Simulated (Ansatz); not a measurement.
Relaxation of BClH₄ (6 atoms, charge 0, multiplicity 1), to a largest force component of 0.03 eV/Å in at most 50 steps.

Level of theory: Ansatz, RKS PBE0-D4/def2-SVPD.

```xyz
6
Properties=species:S:1:pos:R:3:forces:R:3
B -0.003 0.256 -0.014 0.00 -0.13 -0.25
H -0.004 0.401 1.177 0.00 0.08 0.28
H 1.045 0.249 -0.601 0.00 0.00 0.00
H -1.051 0.169 -0.594 0.00 0.00 0.00
Cl 0.092 -2.600 1.071 -0.04 1.03 0.42
H 0.050 -1.399 1.651 0.03 -0.98 -0.44
```

Question: Where does it end, and by what steps?

Answer: The run converged. The force dipped under the threshold on the way, but the program's further checks kept it going. After 16 steps the energy has fallen by 0.181 eV; Cl5 moved furthest, 0.62 Å.

```json
{"step": "0", "energy less start (eV)": "0.0000", "largest force component (eV/Å)": "1.031", "accepted": "yes"}
{"step": "1", "energy less start (eV)": "-0.0214", "largest force component (eV/Å)": "1.040", "accepted": "yes"}
{"step": "2", "energy less start (eV)": "-0.0633", "largest force component (eV/Å)": "0.246", "accepted": "yes"}
{"step": "3", "energy less start (eV)": "-0.1029", "largest force component (eV/Å)": "0.619", "accepted": "yes"}
{"step": "4", "energy less start (eV)": "-0.1218", "largest force component (eV/Å)": "1.290", "accepted": "yes"}
{"step": "5", "energy less start (eV)": "-0.1504", "largest force component (eV/Å)": "0.562", "accepted": "yes"}
{"step": "6", "energy less start (eV)": "-0.1644", "largest force component (eV/Å)": "0.426", "accepted": "yes"}
{"step": "7", "energy less start (eV)": "-0.1798", "largest force component (eV/Å)": "0.077", "accepted": "yes"}
{"step": "8", "energy less start (eV)": "-0.1805", "largest force component (eV/Å)": "0.013", "accepted": "yes"}
{"step": "9", "energy less start (eV)": "-0.1805", "largest force component (eV/Å)": "0.043", "accepted": "yes"}
{"step": "10", "energy less start (eV)": "-0.1806", "largest force component (eV/Å)": "0.005", "accepted": "yes"}
{"step": "11", "energy less start (eV)": "-0.1806", "largest force component (eV/Å)": "0.006", "accepted": "yes"}
{"step": "12", "energy less start (eV)": "-0.1807", "largest force component (eV/Å)": "0.011", "accepted": "yes"}
{"step": "13", "energy less start (eV)": "-0.1665", "largest force component (eV/Å)": "0.821", "accepted": "no"}
{"step": "14", "energy less start (eV)": "-0.1808", "largest force component (eV/Å)": "0.014", "accepted": "yes"}
{"step": "15", "energy less start (eV)": "-0.1809", "largest force component (eV/Å)": "0.017", "accepted": "yes"}
{"step": "16", "energy less start (eV)": "-0.1811", "largest force component (eV/Å)": "0.019", "accepted": "yes"}
```

```xyz
6
Properties=species:S:1:pos:R:3
B -0.006 0.146 0.001
H -0.046 0.647 1.100
H 1.054 0.098 -0.571
H -1.029 0.051 -0.632
Cl 0.004 -2.062 0.767
H 0.152 -1.803 2.024
```

Run time: 27 s on 1 thread of Arm Neoverse V2, on a shared host, peak memory 0.13 GiB.
